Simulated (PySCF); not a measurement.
# Gas-phase thermal properties of LiAlF4

Computed with PySCF (xtb for GFN2) and rigid-rotor harmonic-oscillator thermochemistry at 1 bar. 'Table' is the NASA 1993 thermochemical table (part measured, part estimated). S°(298 K) at PBE0/def2-TZVP differs from the NASA 1993 table for LiAlF4 (+7 J/mol/K); whether the harmonic model or the table's entry is off was not settled. 6-31G* has spherical d functions here. All species are closed-shell singlets. B3LYP is the form with VWN-RPA correlation. The harmonic model lacks anharmonicity and excited electronic states, which grow with temperature; levels with a mode under 35 cm⁻¹ are left out. Soft modes under 120 cm⁻¹ make the harmonic entropy rough for LiAlF4. The table's entry may be an old estimate for LiAlF4 (not checked at source).

| level | point group | σ | ZPE (kJ/mol) | S°298 (J/mol/K) | Cp298 (J/mol/K) | S°1000 (J/mol/K) | H1000 − H298 (kJ/mol) |
|---|---|---|---|---|---|---|---|
| table | - | - | - | 326.5 | 99.8 | 469.1 | 84.6 |
| B3LYP/6-31G* | C2v | 2 | 34.0 | 329.9 | 98.7 | 471.6 | 84.2 |
| GFN2-xTB | C2v | 2 | 29.3 | 344.2 | 104.6 | 489.7 | 86.0 |
| HF/6-31G* | C2v | 2 | 35.6 | 326.3 | 96.7 | 466.7 | 83.5 |
| PBE/def2-SVP | C2v | 2 | 33.1 | 333.3 | 99.8 | 475.8 | 84.5 |
| PBE0/def2-TZVP | C2v | 2 | 32.9 | 333.2 | 99.9 | 475.8 | 84.6 |
σ: rotational symmetry number. Electronic degeneracy used: 1. Frequencies are unscaled.
